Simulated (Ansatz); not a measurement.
## Ansatz (development build ahead of 0.2.0) run

```yaml
crystal:
  periodic: [false, false, false]
  atoms:
    - { symbol: F, position_ang: [0.03023, -0.34988, -1.21415] }
    - { symbol: H, position_ang: [0.02293, 0.41157, -0.80689] }
    - { symbol: F, position_ang: [0.03636, 0.37559, 1.16085] }
    - { symbol: H, position_ang: [0.00037, -0.49634, 0.82706] }
basis:
  gaussian: { orbitals: def2-TZVP }
hamiltonian:
  xc: hf
correlation:
  method: mp2
  frozen_orbitals: { F: 1, H: 0 }
```

The input is written out in the form of the current development build from the run's settings.

Results

| Property | Result |
| --- | --- |
| Converged | yes |
| Reference energy | -200.12649 hartree |
| Correlation energy | -0.53397 hartree |
| Total energy | -200.66046 hartree |
| Spin squared of the determinant | 0.000 |
